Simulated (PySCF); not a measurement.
**C3H5 radical: fields and orbitals**

For C3H5 radical, the scripts below analyse its density (charges, bond critical points, surface potential), measure its response to a uniform field and see where an electron leaves and enters.

Computed with PySCF 2.14.0. Level: levels as typed in each script, gas phase, geometry from GFN2-xTB.

## 1. Starting geometry

SMILES `[CH]1CC1`, 8 atoms, charge 0, spin multiplicity 2.

Bond lengths: C1–C2 1.461 Å, C1–C3 1.461 Å, C1–H4 1.068 Å, C2–C3 1.518 Å, C2–H5 1.082 Å, C2–H6 1.085 Å, C3–H7 1.085 Å, C3–H8 1.082 Å. Angles: C2–C1–C3 62.6°, C2–C1–H4 131.7°, C3–C1–H4 131.7°, C1–C2–C3 58.7°, C1–C2–H5 119.0°, C1–C2–H6 119.6°, C3–C2–H5 116.9°, C3–C2–H6 120.1°, H5–C2–H6 112.6°, C1–C3–C2 58.7°, C1–C3–H7 119.6°, C1–C3–H8 119.0°, C2–C3–H7 120.1°, C2–C3–H8 116.9°, H7–C3–H8 112.6°.

As a file:

```
C     0.00019   -0.86960    0.16787
C    -0.75929    0.36209   -0.03065
C     0.75913    0.36236   -0.03065
H     0.00041   -1.79735   -0.36217
H    -1.24902    0.81971    0.81888
H    -1.30340    0.51395   -0.95753
H     1.30318    0.51442   -0.95753
H     1.24870    0.82017    0.81888
```

## 2. Density, bond paths and surface potential (PBE0/cc-pvtz)

input.py

```python
import numpy as np
from pyscf import gto, scf, dft
from pyscf.scf import atom_ks, atom_hf
from scipy.linalg import block_diag

def solve(mol, dm0=None, hcore=None):
    mf = (dft.UKS if mol.spin else dft.RKS)(mol, xc='pbe0')
    mf.grids.level = 3
    mf = mf.density_fit(auxbasis='def2-universal-jkfit')
    mf.conv_tol, mf.max_cycle = 1e-8, 80
    if hcore is not None:
        mf.get_hcore = lambda *args: hcore
    mf.kernel(dm0)
    if not mf.converged:
        mf = mf.newton().run(mf.mo_coeff, mf.mo_occ, max_cycle=30)
    assert mf.converged, 'SCF not converged'
    return mf

mol = gto.M(atom='''
C      0.00019    -0.86960     0.16787
C     -0.75929     0.36209    -0.03065
C      0.75913     0.36236    -0.03065
H      0.00041    -1.79735    -0.36217
H     -1.24902     0.81971     0.81888
H     -1.30340     0.51395    -0.95753
H      1.30318     0.51442    -0.95753
H      1.24870     0.82017     0.81888
''', basis='cc-pvtz', charge=0, spin=1, verbose=4)
mf = solve(mol)
mf.analyze()
# spherically averaged free atoms, for the promolecule
atm = atom_ks.get_atm_nrks(mol, xc='pbe0')
pro = block_diag(*[(atm[a[0]][2] * atm[a[0]][3]) @ atm[a[0]][2].T for a in mol._atom])
np.savez('result.npz', e=mf.e_tot, c=mf.mo_coeff, occ=mf.mo_occ, eps=mf.mo_energy, pro=pro, dip=mf.dip_moment(verbose=0), s2=mf.spin_square()[0])
```

Command:

```sh
OMP_NUM_THREADS=1 python input.py
```

## 4. Response to an electric field (BLYP/6-311g**)

input.py, as its differences from that of step 2:

```diff
@@ -6,3 +6,3 @@
 def solve(mol, dm0=None, hcore=None):
-    mf = (dft.UKS if mol.spin else dft.RKS)(mol, xc='pbe0')
+    mf = (dft.UKS if mol.spin else dft.RKS)(mol, xc='blyp')
     mf.grids.level = 3
@@ -27,8 +27,14 @@
 H      1.24870     0.82017     0.81888
-''', basis='cc-pvtz', charge=0, spin=1, verbose=4)
+''', basis='6-311g**', charge=0, spin=1, verbose=4)
+field = np.array([0.0, 0.0, 0.002])  # atomic units
+mol.set_common_orig(mol.atom_charges() @ mol.atom_coords() / mol.atom_charges().sum())
 mf = solve(mol)
-mf.analyze()
+out = dict(dm0=mf.make_rdm1(), d0=mf.dip_moment(unit='AU'), e0=mf.e_tot)
+for name, sign in (('p', 1), ('m', -1)):
+    h = mf.get_hcore() + sign * np.einsum('x,xij->ij', field, mol.intor('int1e_r'))
+    mi = solve(mol, mf.make_rdm1(), h)
+    out.update({'dm' + name: mi.make_rdm1(), 'd' + name: mi.dip_moment(unit='AU'), 'e' + name: mi.e_tot})
 # spherically averaged free atoms, for the promolecule
-atm = atom_ks.get_atm_nrks(mol, xc='pbe0')
+atm = atom_ks.get_atm_nrks(mol, xc='blyp')
 pro = block_diag(*[(atm[a[0]][2] * atm[a[0]][3]) @ atm[a[0]][2].T for a in mol._atom])
-np.savez('result.npz', e=mf.e_tot, c=mf.mo_coeff, occ=mf.mo_occ, eps=mf.mo_energy, pro=pro, dip=mf.dip_moment(verbose=0), s2=mf.spin_square()[0])
+np.savez('result.npz', pro=pro, **out)
```

## 6. Removing and adding an electron (CAM-B3LYP/def2-tzvp)

input.py

```python
import numpy as np
from pyscf import gto, scf, dft
from pyscf.scf import atom_ks, atom_hf
from scipy.linalg import block_diag

def solve(mol, dm0=None, hcore=None):
    mf = (dft.UKS if mol.spin else dft.RKS)(mol, xc='camb3lyp')
    mf.grids.level = 3
    mf = mf.density_fit(auxbasis='def2-universal-jkfit')
    mf.conv_tol, mf.max_cycle = 1e-8, 80
    if hcore is not None:
        mf.get_hcore = lambda *args: hcore
    mf.kernel(dm0)
    if not mf.converged:
        mf = mf.newton().run(mf.mo_coeff, mf.mo_occ, max_cycle=30)
    assert mf.converged, 'SCF not converged'
    return mf

mol = gto.M(atom='''
C      0.00019    -0.86960     0.16787
C     -0.75929     0.36209    -0.03065
C      0.75913     0.36236    -0.03065
H      0.00041    -1.79735    -0.36217
H     -1.24902     0.81971     0.81888
H     -1.30340     0.51395    -0.95753
H      1.30318     0.51442    -0.95753
H      1.24870     0.82017     0.81888
''', basis='def2-tzvp', charge=0, spin=1, verbose=4)
mf = solve(mol)
out = dict(e0=mf.e_tot, dm0=mf.make_rdm1(), c=mf.mo_coeff, occ=mf.mo_occ, eps=mf.mo_energy)
for name, dq, spin in [('cation', 1, 0), ('anion', -1, 0)]:
    ion = mol.copy().set(charge=mol.charge + dq, spin=spin).build()
    mi = solve(ion)
    if spin and dq > 0 and mol.nao < 130:
        c, _, stable, _ = mi.stability(return_status=True)
        if not stable:
            mi = solve(ion, mi.make_rdm1(c, mi.mo_occ))
    print(name, 'vertical energy change / eV', (mi.e_tot - mf.e_tot) * 27.211386)
    out.update({'e_' + name: mi.e_tot, 'dm_' + name: mi.make_rdm1(), 's2_' + name: mi.spin_square()[0], 'eps_' + name: mi.mo_energy, 'occ_' + name: mi.mo_occ})
# spherically averaged free atoms, for the promolecule
atm = atom_ks.get_atm_nrks(mol, xc='camb3lyp')
pro = block_diag(*[(atm[a[0]][2] * atm[a[0]][3]) @ atm[a[0]][2].T for a in mol._atom])
np.savez('result.npz', pro=pro, **out)
```

(Steps that only read results are left out.)

What does the calculation give? Wanted: dipole moment; HOMO, LUMO; polarisability along the field; vertical ionisation energy; vertical electron affinity.

As calculated:

```
                                        quantity            value
                    dipole moment (PBE0/cc-pvtz)           0.61 D
                       HOMO, LUMO (PBE0/cc-pvtz)  -6.32, -1.43 eV
  polarisability along the field (BLYP/6-311g**)       27.7 bohr³
vertical ionisation energy (CAM-B3LYP/def2-tzvp)          8.82 eV
vertical electron affinity (CAM-B3LYP/def2-tzvp)         -0.37 eV
```

**Reading.** At PBE0/cc-pvtz: The highest Hirshfeld charge is on H4 (+0.05 e), the lowest on C2 and C3 (−0.10 e). The ionisation energy from two SCF runs, 8.82 eV, lies 1.1 eV above −ε(HOMO) = 7.67 eV of the same level, CAM-B3LYP/def2-tzvp, since self-interaction lifts this functional's HOMO. All values hold at the given geometry, in the gas phase.
